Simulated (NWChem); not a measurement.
# C2H4F2 (1,1-difluoroethane) at 3 levels

Aim: a comparison of 3 runs (CAM-B3LYP/6-311+G**, PBE0/6-311+G**, TPSS/6-311+G**) of C2H4F2 (1,1-difluoroethane). 

The calculation is run with NWChem 7.3.0.

## (1) The system as given

C2H4F2 has 8 atoms, charge 0, and is taken as a singlet. As SMILES, `CC(F)F`. The C2–H8 distance was set to 1.643 Å, away from the relaxed value. At this shape a bond of the SMILES string is far longer than usual.

Bond lengths: C1–C2 1.497 Å, C2–F3 1.361 Å, C2–F4 1.361 Å, C1–H5 1.091 Å, C1–H6 1.091 Å, C1–H7 1.090 Å. Angles: C1–C2–F3 110.3°, C1–C2–F4 110.3°, F3–C2–F4 107.0°, C2–C1–H5 109.4°, C2–C1–H6 109.9°, C2–C1–H7 109.9°, H5–C1–H6 109.3°, H5–C1–H7 109.3°, H6–C1–H7 109.1°. A long bond or contact: C2–H8 1.643 Å.

## (2) A single-point energy at CAM-B3LYP/6-311+G(d,p) (run 1)

Input file c2h4f2.nw:

```
start c2h4f2
memory 2200 mb

geometry units angstroms noautosym nocenter noautoz
 C      0.480309     0.986682    -0.145536
 C      0.425009    -0.509118    -0.177036
 F      1.402509    -1.034318     0.610264
 F      0.645209    -0.963018    -1.440736
 H      1.458409     1.320982    -0.494236
 H      0.319809     1.341882     0.872964
 H     -0.293991     1.399682    -0.792836
 H     -1.006100    -1.136400     0.329500
end

basis "ao basis" spherical bse
 * library 6-311+G**
end

dft
 xc xcamb88 1.00 lyp 0.81 vwn_5 0.19 hfexch 1.00
 cam 0.33 cam_alpha 0.19 cam_beta 0.46
 grid fine
 convergence energy 1e-08
 direct
 maxiter 100
 mulliken
 print medium
end

task dft energy
```

The run is started by

```console
$ nwchem c2h4f2.nw > c2h4f2.out
```

What it wrote:

```text
[...]
          Wavefunction type:  closed shell.
          No. of atoms     :     8
          No. of electrons :    34
[...]
          Charge           :     0
          Spin multiplicity:     1
[...]
          AO basis - number of functions:   112
[...]
              XC Information
              --------------
                     Hartree-Fock (Exact) Exchange  1.000
                   CAM-Becke88 Exchange Functional  1.000
                      VWN V Correlation Functional  0.190 local
              Lee-Yang-Parr Correlation Functional  0.810
[...]
 d= 0,ls=0.0,diis     1   -278.1075710748 -4.09D+02  8.11D-03  1.40D+00    13.9
[...]
 d= 0,ls=0.0,diis    10   -278.2355563445 -5.31D-10  2.72D-07  1.90D-09    87.2
         Total DFT energy =     -278.235556344526
      One electron energy =     -642.462901067125
           Coulomb energy =      266.736295729955
    Exchange-Corr. energy =      -33.060315485036
 Nuclear repulsion energy =      130.551364477680
[...]
      Total Density - Mulliken Population Analysis
     ---------------------------------------------
    Atom       Charge   Shell Charges
 -----------   ------   -------------------------------------------------------
    1 C    6     6.36   1.10  0.88  0.67  0.74  1.54  0.47  0.89  0.04 -0.02  0.04
    2 C    6     6.03   1.10  0.88  0.54  0.78  1.33  0.48  0.55  0.13  0.04  0.18
    3 F    9     9.10   1.08  0.92  1.18  1.09  2.34  0.87  1.65 -0.06  0.04  0.01
    4 F    9     9.10   1.08  0.92  1.18  1.09  2.34  0.87  1.65 -0.06  0.04  0.01
    5 H    1     0.83   0.27  0.46  0.08  0.02
    6 H    1     0.83   0.27  0.47  0.07  0.02
    7 H    1     0.83   0.27  0.47  0.07  0.02
    8 H    1     0.91   0.18  0.47  0.25  0.01
[...]
```

Run time: 88 s. Hardware: 1 thread of Intel Xeon Platinum 8488C (Sapphire Rapids), shared host; peak memory 0.11 GiB.

## (3) The energy at PBE0/6-311+G(d,p) (run 2)

Input file input.nw:

```
start input
memory total 2200 mb

geometry units angstroms noautosym nocenter noautoz
  C        0.480309       0.986682      -0.145536
  C        0.425009      -0.509118      -0.177036
  F        1.402509      -1.034318       0.610264
  F        0.645209      -0.963018      -1.440736
  H        1.458409       1.320982      -0.494236
  H        0.319809       1.341882       0.872964
  H       -0.293991       1.399682      -0.792836
  H       -1.006100      -1.136400       0.329500
end

basis spherical bse
  * library 6-311+G**
end

dft
  xc pbe0
  mult 1
  grid fine
  convergence energy 1e-08
  iterations 100
  mulliken
  noprint "final vectors analysis"
end

task dft energy
```

The run is started by

```console
$ nwchem input.nw > input.out
```

What it wrote:

```text
[...]
          Wavefunction type:  closed shell.
          No. of atoms     :     8
          No. of electrons :    34
[...]
          Charge           :     0
          Spin multiplicity:     1
[...]
          AO basis - number of functions:   112
[...]
              XC Information
              --------------
                         PBE0 Method XC Functional
                     Hartree-Fock (Exact) Exchange  0.250
          PerdewBurkeErnzerhof Exchange Functional  0.750
            Perdew 1991 LDA Correlation Functional  1.000 local
           PerdewBurkeErnz. Correlation Functional  1.000 non-local
[...]
 d= 0,ls=0.0,diis     1   -277.9165018910 -4.08D+02  9.52D-03  1.20D+00     2.5
[...]
 d= 0,ls=0.0,diis    10   -278.0368972173 -1.02D-09  1.11D-07  3.91D-10    20.8
         Total DFT energy =     -278.036897217298
      One electron energy =     -642.482533523832
           Coulomb energy =      266.753823941105
    Exchange-Corr. energy =      -32.859552112251
 Nuclear repulsion energy =      130.551364477680
[...]
      Total Density - Mulliken Population Analysis
     ---------------------------------------------
    Atom       Charge   Shell Charges
 -----------   ------   -------------------------------------------------------
    1 C    6     6.45   1.10  0.89  0.64  0.74  1.57  0.51  0.89  0.08 -0.02  0.04
    2 C    6     6.06   1.10  0.89  0.53  0.78  1.35  0.52  0.55  0.12  0.04  0.19
    3 F    9     9.07   1.08  0.92  1.16  1.09  2.36  0.88  1.65 -0.08  0.02  0.01
    4 F    9     9.07   1.08  0.92  1.16  1.09  2.36  0.88  1.65 -0.08  0.02  0.01
    5 H    1     0.81   0.27  0.47  0.05  0.02
    6 H    1     0.81   0.27  0.48  0.04  0.02
    7 H    1     0.81   0.27  0.48  0.04  0.02
    8 H    1     0.91   0.18  0.49  0.23  0.01
[...]
```

It took 22 s on 1 thread of Intel Xeon Platinum 8488C (Sapphire Rapids), shared host; peak memory 0.12 GiB.

## (4) The energy at TPSS/6-311+G(d,p) (run 3)

Input file run.py:

```python
from ase import Atoms
from ase.calculators.nwchem import NWChem

system = Atoms(['C', 'C', 'F', 'F', 'H', 'H', 'H', 'H'], positions=[
    [0.480309, 0.986682, -0.145536],
    [0.425009, -0.509118, -0.177036],
    [1.402509, -1.034318, 0.610264],
    [0.645209, -0.963018, -1.440736],
    [1.458409, 1.320982, -0.494236],
    [0.319809, 1.341882, 0.872964],
    [-0.293991, 1.399682, -0.792836],
    [-1.006100, -1.136400, 0.329500],
])

calc = NWChem(
    label='c2h4f2',
    theory='dft',
    memory='2200 mb',
    basis='6-311+G**',
    basispar='spherical bse',
    dft={'xc': 'xtpss03 ctpss03', 'mult': '1', 'grid': 'fine', 'convergence': 'energy 1e-08', 'iterations': '100', 'mulliken': None},
    task='energy',
)
system.calc = calc

print("Total energy (eV):", round(system.get_potential_energy(), 6))
print("dipole (e A):", system.get_dipole_moment().round(4))
```

The run is started by

```console
$ export ASE_NWCHEM_COMMAND="nwchem PREFIX.nwi > PREFIX.nwo"
$ python run.py
```

What it wrote:

```text
Total energy (eV): -7574.470244
dipole (e A): [-0.1523  0.4098  0.0706]
```

The calculator wrote c2h4f2.nwi:

```
title "c2h4f2"

permanent_dir c2h4f2

scratch_dir c2h4f2

start c2h4f2

geometry units angstrom nocenter noautosym noautoz
  C  4.8030899999999999e-01 9.8668199999999995e-01 -1.4553600000000000e-01
  C  4.2500900000000003e-01 -5.0911799999999996e-01 -1.7703600000000000e-01
  F  1.4025090000000000e+00 -1.0343180000000001e+00 6.1026400000000003e-01
  F  6.4520900000000003e-01 -9.6301800000000004e-01 -1.4407360000000000e+00
  H  1.4584090000000001e+00 1.3209820000000001e+00 -4.9423600000000001e-01
  H  3.1980900000000001e-01 1.3418820000000000e+00 8.7296399999999996e-01
  H  -2.9399100000000000e-01 1.3996820000000001e+00 -7.9283599999999999e-01
  H  -1.0061000000000000e+00 -1.1364000000000001e+00 3.2950000000000002e-01
end

memory 2200 mb

basis spherical bse noprint
   * library 6-311+G**
end

dft
  xc xtpss03 ctpss03
  mult 1
  grid fine
  convergence energy 1e-08
  iterations 100
  mulliken
end

task dft energy
```

c2h4f2.nwo:

```text
Northwest Computational Chemistry Package (NWChem) 7.3.0
             --------------------------------------------------------

           Job information
           ---------------

    nwchem branch   = 7.3.0
    use scalapack   = T
    input           = c2h4f2.nwi
    prefix          = c2h4f2.
    data base       = c2h4f2/c2h4f2.db
    status          = startup
    nproc           =        1

           Memory information
           ------------------

    heap     =     72089594 doubles =      550.0 Mbytes
    stack    =     72089599 doubles =      550.0 Mbytes
    global   =    144179200 doubles =     1100.0 Mbytes (distinct from heap & stack)
    total    =    288358393 doubles =     2200.0 Mbytes
    verify   = yes
    hardfail = no

[... 101 lines left out ...]
  convergence criterion.
[... 18 lines left out ...]
          Convergence on density requested:  1.00D-05
[... 21 lines left out ...]
          Convergence Information
[... 58 lines left out ...]
   convergence    iter        energy       DeltaE   RMS-Dens  Diis-err    time
[... 16 lines left out ...]
           Coulomb energy =      266.764122644741
[... 7 lines left out ...]
                       DFT Final Molecular Orbital Analysis
[... 809 lines left out ...]
 center of mass
 --------------
 x =   1.43812916 y =  -0.83760450 z =  -0.56478112

 moments of inertia (a.u.)
 ------------------
         320.019109245591          38.888686213653         -40.467998474848
          38.888686213653         208.296111558820         -14.305350195212
         -40.467998474848         -14.305350195212         221.201006738379

     Multipole analysis of the density
     ---------------------------------

     L   x y z        total         alpha         beta         nuclear
     -   - - -        -----         -----         ----         -------
     0   0 0 0     -0.000000    -17.000000    -17.000000     34.000000

     1   1 0 0     -0.287727    -23.141354    -23.141354     45.994980
[... 8 lines of this table left out ...]
     2   0 0 2    -18.999141    -52.516452    -52.516452     86.033763

 Task  times  cpu:       27.0s     wall:       27.0s
 Total times  cpu:       27.0s     wall:       27.0s
```

Wall time 28 s (1 thread of Intel Xeon Platinum 8488C (Sapphire Rapids), shared host); peak memory 0.11 GiB.

## (5) The series

```csv
run,level,energy (Eh),dipole moment (D),HOMO energy (eV),LUMO energy (eV),wall time
1,CAM-B3LYP/6-311+G**,-278.235556,2.28,-10.23,0.10,88 s
2,PBE0/6-311+G**,-278.036897,2.22,–,–,22 s
3,TPSS/6-311+G**,-278.356650,2.13,-7.51,-1.57,28 s
```

## (6) Results

| quantity | value |
| --- | --- |
| run 3: total energy | -278.35665 Eh |
| run 3: dipole moment | 2.13 D |
| run 3: HOMO energy | -7.51 eV |
| run 3: LUMO energy | -1.57 eV |
| run 3: HOMO–LUMO gap | 5.94 eV |

**Reading.** The dipole moment (its size) runs from 2.13 D (TPSS/6-311+G**) to 2.28 D (CAM-B3LYP/6-311+G**). Totals of different functionals can't be ranked against each other. All runs together took 2.3 min, the longest 88 s.
